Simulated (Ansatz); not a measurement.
For fluorite SrCl2, LDA (PAW; Ansatz, a quantum-chemistry and plane-wave program) gives:

* **elastic constant C11**: 81.8 GPa
* **elastic constant C44**: 11.6 GPa
* **Voigt–Reuss–Hill shear modulus**: 16.8 GPa

Problem. What does r²SCANh (plane waves, PAW; Ansatz) give for the same quantities?

Solution. 
- elastic constant C11: 74.4 GPa (drops by 9.0 %)
- elastic constant C44: 10.1 GPa (falls by 13 %)
- Voigt–Reuss–Hill shear modulus: 15.2 GPa (shrinks by 9.5 %)

Changes are worked out from the printed values.

Unless a cell is named, each level is at its own relaxed cell (LDA 26.21, r²SCANh 28.45 Å³/atom).

Ansatz's density-functional and Hartree–Fock values are scalar-relativistic unless marked +SOC, with PAW data made under PBE.
